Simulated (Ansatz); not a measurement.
Process, species as SMILES: [C](F)(F)F → C atom + 3 F atom
B3LYP-D3(BJ)/def2-TZVP geometries, fixed; electronic energies without zero-point terms.

Effect of a fitting basis named in the input at MP2/def2-TZVPP with Ansatz (an electronic-structure program), against the last row, where the atomisation energy is 356.25 kcal/mol. Cores are frozen. Open shells are unrestricted. The default fits or decomposes integrals by the program's own choice; accuracy: high also tightens integrals, grids and stops.

| setting | largest shift of a total energy (mEh) | shift of the atomisation energy (kcal/mol) |
|---|---|---|
| fitting: def2-universal-jkfit and def2-SVP-RIFIT | -9.712 | 0.613 |
| fitting: def2-universal-jkfit and cc-pVDZ-RIFIT | -6.614 | 0.942 |
| fitting: def2-universal-jkfit and cc-pVTZ-RIFIT | 0.274 | -0.054 |
| fitting: def2-universal-jkfit and aug-cc-pVTZ-RIFIT | 0.283 | -0.081 |
| fitting: def2-universal-jkfit and cc-pVQZ-RIFIT | 0.296 | -0.089 |
| fitting: def2-universal-jkfit and aug-cc-pVQZ-RIFIT | 0.295 | -0.090 |
| accuracy: high | -0.005 | 0.000 |
| accuracy: medium (default) | 0.000 | 0.000 |

Within 0.1 kcal/mol in the atomisation energy: fitting: def2-universal-jkfit and cc-pVTZ-RIFIT; fitting: def2-universal-jkfit and aug-cc-pVTZ-RIFIT; fitting: def2-universal-jkfit and cc-pVQZ-RIFIT; fitting: def2-universal-jkfit and aug-cc-pVQZ-RIFIT; accuracy: high. The largest shift is 9.712 mEh in a total energy and 0.942 kcal/mol in the difference.
